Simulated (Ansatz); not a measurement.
in.yaml

```yaml
crystal:
  periodic: [false, false, false]
  atoms:
    - {symbol: Si, position_ang: [0.000000, 0.032553, 0.617233]}
    - {symbol: C, position_ang: [0.000000, -0.127023, -1.268554]}
    - {symbol: H, position_ang: [0.000000, 0.606549, -2.082531]}
basis:
  gaussian: {orbitals: STO-3G}
magnetization: {spin_polarized: true, initial_magnetization: 3}
correlation: {method: ccsd_t, electrons: outside_noble_gas}
output: {forces: true}
```

```sh
$ ansatz run in.yaml --threads 1 --pin off --events-out ev --progress --plain --max-ram 2393MiB
```

Q: Roughly how long does this take on 1 thread of Arm Neoverse V2, shared host, and how much host memory?

A: 0.54 s wall and 0.06 GiB.

```
169 factors; integrals over basis functions are off by at most 2.7e-5 eV
mean field evaluation 1: about -8798.5637 eV, gradient 6.1e0 eV
mean field evaluation 2: about -8798.5880 eV, gradient 6.1e0 eV
mean field evaluation 4: about -8799.5670 eV, gradient 1.6e0 eV
mean field evaluation 8: about -8799.6881 eV, gradient 1.0e-3 eV
mean field evaluation 16: about -8799.5483 eV, gradient 1.6e0 eV
mean field evaluation 32: about -8799.4354 eV, gradient 9.7e-3 eV
mean field evaluation 64: about -8799.6542 eV, gradient 5.6e-1 eV
mean field evaluation 96: about -8799.4313 eV, gradient 1.8e-1 eV
mean field evaluation 128: about -8799.3131 eV, gradient 1.8e0 eV
mean field evaluation 160: about -8795.4742 eV, gradient 9.1e-5 eV
mean field evaluation 192: about -8793.3513 eV, gradient 4.4e0 eV
mean field evaluation 224: about -8796.8147 eV, gradient 1.8e-2 eV
mean field evaluation 256: about -8794.0742 eV, gradient 4.7e0 eV
mean field evaluation 288: about -8799.6796 eV, gradient 4.5e-1 eV
mean field evaluation 320: about -8793.7823 eV, gradient 5.8e-1 eV
mean field evaluation 352: about -8795.9063 eV, gradient 4.5e0 eV
mean field evaluation 384: about -8799.6571 eV, gradient 1.9e-1 eV
mean field evaluation 416: about -8794.9101 eV, gradient 8.5e-4 eV
mean field evaluation 448: about -8797.0144 eV, gradient 2.9e-2 eV
mean field -8799.68749574 eV, -323.3825508262 hartree, gradient 2.3e-6 eV, S^2 3.766984; 14 other end points of the search recorded, 0 dependent functions left out
determinant -8799.68749574 eV, -323.3825508262 hartree, with singles and doubles -8801.30585030 eV, -323.4420242592 hartree
determinant -8799.43510068 eV, -323.3732754787 hartree, with singles and doubles -8800.98882328 eV, -323.4303737310 hartree
determinant -8797.04495655 eV, -323.2854393020 hartree, with singles and doubles -8798.65316171 eV, -323.3445397516 hartree
determinant -8797.01437348 eV, -323.2843153948 hartree, with singles and doubles -8800.18726876 eV, -323.4009171457 hartree
determinant -8796.81215509 eV, -323.2768840060 hartree, with singles and doubles -8798.32682756 eV, -323.3325471927 hartree
determinant -8796.73152972 eV, -323.2739210785 hartree, with singles and doubles -8799.21614339 eV, -323.3652289467 hartree
determinant -8796.51487048 eV, -323.2659589980 hartree, with singles and doubles -8799.06657134 eV, -323.3597322751 hartree
determinant -8799.68749574 eV, -323.3825508262 hartree, with singles and doubles -8801.30695420 eV, -323.4420648268 hartree
determinant -8799.43510068 eV, -323.3732754787 hartree, with singles and doubles -8801.00273919 eV, -323.4308851314 hartree
6 core orbitals not correlated: weight in the atoms' cores, before any rotation towards them, 1.000 or more for the frozen orbitals, at most 0.000 for the correlated occupied ones
reference -8799.68749574 eV, -323.3825508262 hartree; 6, 3 occupied and 3, 6 virtual orbitals, 169 factors
second order -1.03491586 eV of doubles, -0.00000000 eV of singles
cycle   1  -1.61945830 eV  change    1.5e-7 eV  update   1.5e-6
cycle   2  -1.61945817 eV  change    1.3e-7 eV  update   1.0e-6
cycle   3  -1.61945841 eV  change   -2.4e-7 eV  update   3.4e-7
cycle   4  -1.61945866 eV  change   -2.5e-7 eV  update   1.4e-7
cycle   5  -1.61945875 eV  change   -9.6e-8 eV  update   5.4e-8
perturbative correction -0.02261520 eV, -0.0008310934 hartree
the calculation of the forces begins
Total energy: -8801.32956970 eV, -323.4428959310 hartree
Atom 0 at     0.000000     0.032553     0.617233 Å, force     0.000000     0.139989     0.195807 eV/Å
Atom 1 at     0.000000    -0.127023    -1.268554 Å, force    -0.000000    -1.022975     0.466680 eV/Å
Atom 2 at     0.000000     0.606549    -2.082531 Å, force    -0.000000     0.882985    -0.662487 eV/Å
Dipole moment:    -0.000000     0.024975     0.066141 e Å
```

Forces (eV/Å):
```
Si   0.000  0.140  0.196
C    0.000 -1.023  0.467
H    0.000  0.883 -0.662
```
